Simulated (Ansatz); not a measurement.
# NH (triplet): wave-function methods side by side, def2-TZVPP

One table from this session's results is given with a row withheld; the runs are named, their logs left out.

Computed with Ansatz 0.2.0, Gaussian basis. Level: def2-TZVPP, core rule «outside noble gas», up to 1 orbitals frozen.

To be run: UHF; ROHF; CCSD(T) on UHF.

2 further runs of the same task are left out: 2 set aside as unsound or not needed.

### The system

The geometry is a PBE0/def2-TZVP stationary point (not a proven minimum) of the parent state, kept for this charge and spin.

2 atoms, charge 0, spin multiplicity 3.

Atoms are counted from 1 here; the program's logs count them from 0.

Bond lengths: N1–H2 1.039 Å.

Coordinates:

```xyz
2
HN
N     0.0000    0.0000    0.0000
H     0.0000    0.0000    1.0385
```

The first run:

The input, in.yaml:

```yaml
crystal:
  periodic: [false, false, false]
  atoms:
    - {symbol: N, position_ang: [0.000000, 0.000000, 0.000000]}
    - {symbol: H, position_ang: [0.000000, 0.000000, 1.038535]}
basis:
  gaussian: {orbitals: def2-TZVPP}
magnetization: {spin_polarized: true, initial_magnetization: 2}
hamiltonian: {xc: hf}
output: {orbitals: {seedname: orbitals}}
```

Started as:

```bash
ansatz run in.yaml --threads 1 --pin off --events-out ev --progress --plain --max-ram 2816MiB --backend cpu
```

Steps of the session up to this table: UHF; ROHF; CCSD(T) on UHF.

One of the session's tables, all rows but one given; the rest of the session is left out.

| method | from UCCSD(T) (kcal/mol) |
| --- | --- |
| ROHF | +104.58 |
| UHF | +99.71 |
| UMP2 | ? |
| UCCSD | +2.37 |
| UCCSD(T) | 0 |

Estimate the missing values for UMP2.

As computed: from UCCSD(T) (kcal/mol): +14.42. In the column «from UCCSD(T) (kcal/mol)» it lies between UCCSD (+2.37) and UHF (+99.71).
